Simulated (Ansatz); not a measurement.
Input for Ansatz (development build ahead of 0.2.0):

```yaml
crystal:
  periodic: [false, false, false]
  atoms:
    - { symbol: C, position_ang: [0.0, 0.02439, -0.75965] }
    - { symbol: C, position_ang: [0.0, -0.02439, 0.75965] }
    - { symbol: O, position_ang: [0.0, 1.06426, -1.3573] }
    - { symbol: O, position_ang: [0.0, -1.06426, 1.3573] }
    - { symbol: H, position_ang: [0.0, -0.98013, -1.25237] }
    - { symbol: H, position_ang: [0.0, 0.98013, 1.25237] }
basis:
  gaussian: { orbitals: def2-TZVP }
hamiltonian:
  xc: hf
correlation:
  method: mp2
  frozen_orbitals: { C: 1, H: 0, O: 1 }
```

The input is written out in the form of the current development build from the run's settings.

The run gave:

- Converged: yes
- Reference energy: -226.68570 hartree
- Correlation energy: -0.75758 hartree
- Total energy: -227.44327 hartree
- Spin squared of the determinant: 0.000
